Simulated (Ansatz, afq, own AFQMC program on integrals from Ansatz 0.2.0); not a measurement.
## HBr + NH, triplet in cc-pVTZ along one coordinate

```xyz
4

Br   -1.8444    0.2511    0.0000
H    -0.4238    0.2511    0.0000
N     0.9996    0.2511    0.0000
H     1.2687   -0.7532    0.0000
```

A hydrogen atom is moved from one rigid fragment to the other; the Br1–H2 distance tells how far. The two fragments are held close together, so this isn't a minimum-energy path and the start is a compressed complex. Energies in eV count from this geometry (1.421 Å) at the same level; the start stands on UHF, each point on the determinant named.

Basis cc-pVTZ. Only valence electrons are correlated. Ansatz 0.2.0 and our own AFQMC program on the same integrals; the CISD trial comes from CCSD amplitudes, and released means the phaseless constraint is let go. Error bars are statistical, one sigma. No spin–orbit coupling.

Cautions, each for one point or more: inner d shell frozen; lower spins were not checked; no relativity below Rb; no spin-orbit coupling; unrestricted determinant slightly spin contaminated.

```
r(Br1–H2) / Å  det.     T1  weight  ⟨S²⟩  wB97M-V    PBE0  CCSD(T)
        1.530   UHF  0.019    0.86  2.04   -0.074  -0.121   -0.043
        1.585   UHF  0.020    0.86  2.05   -0.103  -0.166   -0.059
        1.640   UHF  0.019    0.86  2.06   -0.146  -0.213   -0.090
        1.804   UHF  0.021    0.87  2.03   -0.258  -0.273   -0.193
```

(1) Estimate the curve of phaseless AFQMC with a CISD trial, counted from the same start.

## Answers

(1) 
```json
{"r(Br1–H2) / Å": "1.530", "det.": "UHF", "T1": "0.019", "weight": "0.86", "⟨S²⟩": "2.04", "ph-AFQMC/CISD": "-0.044 ± 0.007"}
{"r(Br1–H2) / Å": "1.585", "det.": "UHF", "T1": "0.020", "weight": "0.86", "⟨S²⟩": "2.05", "ph-AFQMC/CISD": "-0.054 ± 0.007"}
{"r(Br1–H2) / Å": "1.640", "det.": "UHF", "T1": "0.019", "weight": "0.86", "⟨S²⟩": "2.06", "ph-AFQMC/CISD": "-0.094 ± 0.009"}
{"r(Br1–H2) / Å": "1.804", "det.": "UHF", "T1": "0.021", "weight": "0.87", "⟨S²⟩": "2.03", "ph-AFQMC/CISD": "-0.195 ± 0.007"}
```

Weight is that of the determinant in the CISD state; at the start T1 is 0.015 and the weight 0.87, and ⟨S²⟩ is 2.03. Largest departures from phaseless AFQMC with a CISD trial: CCSD(T) -0.005 eV at 1.585 (on UHF) (within the noise), wB97M-V -0.062 eV at 1.804, PBE0 -0.119 eV at 1.640. The walk's constraint bias lies outside its error bars, so these are departures and not errors. Functionals count only at points shown to share the start's state and spin.

A walk keeps the symmetry of its determinant, which the program's search chose and which needn't be the lowest solution, so a lower state of the same spin and another symmetry isn't excluded.
